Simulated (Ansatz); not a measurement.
PBE exchange is replaced step by step with exact exchange (0 % is PBE, 25 % PBE0; no dispersion term), basis def2-TZVP, Ansatz. System: AlH2(NH2) (AlNH₄). Charge 0, multiplicity 1. Geometry: r2SCAN-D4/def2-TZVP.

Geometry of the singlet:

```xyz
6

Al   -0.606    0.523    0.220
H    -2.094    0.122   -0.142
H    -0.196    1.859    0.963
N     0.684   -0.591   -0.246
H     1.666   -0.445   -0.072
H     0.546   -1.468   -0.724
```

```json
{"exact exchange (%)": "0", "HOMO (eV)": "-6.22", "LUMO (eV)": "-1.39", "gap (eV)": "4.83"}
{"exact exchange (%)": "5", "HOMO (eV)": "-6.48", "LUMO (eV)": "-1.23", "gap (eV)": "5.25"}
{"exact exchange (%)": "10", "HOMO (eV)": "-6.75", "LUMO (eV)": "-1.08", "gap (eV)": "5.66"}
{"exact exchange (%)": "15", "HOMO (eV)": "-7.02", "LUMO (eV)": "-0.93", "gap (eV)": "6.08"}
{"exact exchange (%)": "25", "HOMO (eV)": "-7.56", "LUMO (eV)": "-0.63", "gap (eV)": "6.93"}
{"exact exchange (%)": "50", "HOMO (eV)": "-8.96", "LUMO (eV)": "0.10", "gap (eV)": "9.06"}
```

Problem. Fit a straight line to the column «gap (eV)» against the share of exact exchange and predict its value at 35 %.

Solution. With x = exact exchange (%) and y = gap (eV): mean x = 17.5, mean y = 6.302; Σ(x − x̄)(y − ȳ) = 138.6, Σ(x − x̄)² = 1638; slope b = 0.08462, intercept a = ȳ − b·x̄ = 4.821. The residuals of the fitted rows reach 0.01. At x = 35 the line gives 4.821 + (0.08462 × 35) = 7.78; the run gave 7.77, 0.01 less than the line.
